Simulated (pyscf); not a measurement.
HO–P(OH)–OH + PH₃ → HO–P(OH)–O–PH₂ + hydrogen (H₂), a four-centre exchange (singlet surface; H–O, H–P broken, O–P, H–H formed). Structures and frequencies: ωB97X-D3(BJ)/def2-SVP in PySCF. Energies in kcal/mol from the separated reactants.

Small-basis levels: PySCF, no dispersion term, spherical d functions. 

Quick MP2/6-31G* single points give ΔE‡ = 76.7 kcal/mol and ΔE = +3.2 kcal/mol. What does ωB97M-D3(BJ)/def2-TZVP give, and how far is the quick result from it?

ωB97M-D3(BJ)/def2-TZVP gives ΔE‡ = 69.7 kcal/mol and ΔE = +7.1 kcal/mol. MP2/6-31G* lies 7.1 kcal/mol over it in the barrier and 3.9 kcal/mol under it in the reaction energy, so on this step it does not hold to within 3.0 kcal/mol. ωB97M-D3(BJ)/def2-TZVP has limits of its own. On the reactant side the descent ends in a complex (not fully relaxed), 4.7 kcal/mol under the separated species and 74.5 kcal/mol under the saddle at ωB97X-D3(BJ)/def2-TZVP. One saddle was located; it need not be the lowest between these sides.
